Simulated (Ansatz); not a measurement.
HBeP⁺, doublet: reading a ladder of total energies

Geometry: that of the HBeP, singlet, kept fixed.

```xyz
3

P     0.0000    0.0000   -1.8068
Be    0.0000    0.0000    0.2345
H     0.0000    0.0000    1.5722
```

Basis 6-31G; Ansatz 0.2.0. Correlated methods freeze the noble-gas cores, which leaves 7 electrons in 18 orbitals. R marks a restricted (for open shells ROHF) determinant.

Full CI is exact within this basis and frozen core; it isn't the basis-set limit.

RCCSD has a T1 diagnostic of 0.012 and a largest doubles amplitude of 0.08.

Runs differ by some tens of microhartree through their thresholds and, for an open shell, their frozen cores, so steps under 0.03 kcal/mol mean nothing.

```json
{"level": "RHF", "total energy (hartree)": "-355.539180"}
{"level": "RMP2", "total energy (hartree)": "-355.582470"}
{"level": "RCCSD", "total energy (hartree)": "-355.601650"}
{"level": "RCCSD(T)", "total energy (hartree)": "-355.602426"}
{"level": "RCCSDT", "total energy (hartree)": "-355.602765"}
{"level": "RCCSDT(Q)", "total energy (hartree)": "-355.602796"}
{"level": "RCCSDTQ", "total energy (hartree)": "-355.602811"}
{"level": "full CI", "total energy (hartree)": "-355.602813"}
```

Task: What is the correlation energy at full CI, and what share of it do RMP2 and RCCSD(T) recover?

Result: E(corr) = -355.602813 − (-355.539180) = -0.063633 hartree = -1.732 eV. RMP2: -0.043290 / -0.063633 = 68.03 %. RCCSD(T): -0.063246 / -0.063633 = 99.39 %.

Task: By how many kcal/mol does RCCSD(T) miss full CI (1 hartree = 627.509 kcal/mol), and which steps make up the rest?

Result: -355.602426 − (-355.602813) = 0.000387 hartree = 0.24 kcal/mol. Steps: RCCSDT − RCCSD(T) = -0.21, RCCSDT(Q) − RCCSDT = -0.02, RCCSDTQ − RCCSDT(Q) = -0.01, full CI − RCCSDTQ = 0.00 kcal/mol. That is within 1 kcal/mol of the reference in this basis, which itself misses far more of the correlation at the basis-set limit.
